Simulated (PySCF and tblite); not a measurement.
Results of a calculation; reference values are marked as such.
4 constitutional isomers of C₆H₁₂:

```json
{"isomer": "A", "SMILES": "[CH2:1]=[CH:2][C:3]([CH3:4])([CH3:5])[CH3:6]"}
{"isomer": "B", "SMILES": "[CH3:1]/[CH:2]=[CH:3]/[CH:4]([CH3:5])[CH3:6]"}
{"isomer": "C", "SMILES": "[CH3:1][CH2:2][CH:3]=[C:4]([CH3:5])[CH3:6]"}
{"isomer": "D", "SMILES": "[CH2:1]=[CH:2][C@H:3]([CH3:4])[CH2:5][CH3:6]"}
```

Protocol: conformer search, at most 6 conformers an isomer, GFN2-xTB geometries, energies PBE0/def2-SVP (IEF-PCM, chloroform) (D3(BJ) added where defined), weights at 298.15 K with GFN2-xTB thermal terms. Programs: PySCF with density fitting and tblite.

Equilibrium rotational constants and dipole components of each isomer's leading conformer, in random order:

```json
{"set": "P", "A (MHz)": "4442", "B (MHz)": "2715", "C (MHz)": "2661", "abs μa": "0.46", "abs μb": "0.03", "abs μc (D)": "0.00"}
{"set": "Q", "A (MHz)": "7094", "B (MHz)": "1744", "C (MHz)": "1535", "abs μa": "0.08", "abs μb": "0.00", "abs μc (D)": "0.09"}
{"set": "R", "A (MHz)": "6409", "B (MHz)": "1938", "C (MHz)": "1686", "abs μa": "0.22", "abs μb": "0.29", "abs μc (D)": "0.06"}
{"set": "S", "A (MHz)": "3817", "B (MHz)": "3039", "C (MHz)": "1879", "abs μa": "0.27", "abs μb": "0.33", "abs μc (D)": "0.02"}
```

Match sets and isomers.

P is A (Cs), Q is B (Cs), R is C (C1), S is D (C1).

The whole study took 4.3 min on 1 thread of Intel Xeon 6975P-C, shared host (rough), peak memory 0.95 GiB, launched as `OMP_NUM_THREADS=1 python ens_run.py task.json out`.
